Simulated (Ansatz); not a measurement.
**LO phonon frequency at L of zinc-blende CuCl at several levels of theory**

No measured value is used here.

```json
[
 {"level (code)": "LDA (Ansatz)", "value (cm⁻¹)": "286", "cell (Å³/atom)": "17.65"},
 {"level (code)": "PBE (Ansatz)", "value (cm⁻¹)": "240", "cell (Å³/atom)": "19.94"},
 {"level (code)": "B3LYP (VWN-RPA form) (Ansatz)", "value (cm⁻¹)": "227", "cell (Å³/atom)": "21.33"},
 {"level (code)": "HSE06 (Ansatz)", "value (cm⁻¹)": "240", "cell (Å³/atom)": "20.21"}
]
```

Each level is taken at its own relaxed cell. K meshes differ between the levels. Ansatz's density-functional and Hartree–Fock values are scalar-relativistic unless marked +SOC, with PAW data made under PBE.

Ansatz is a program for electronic structure.
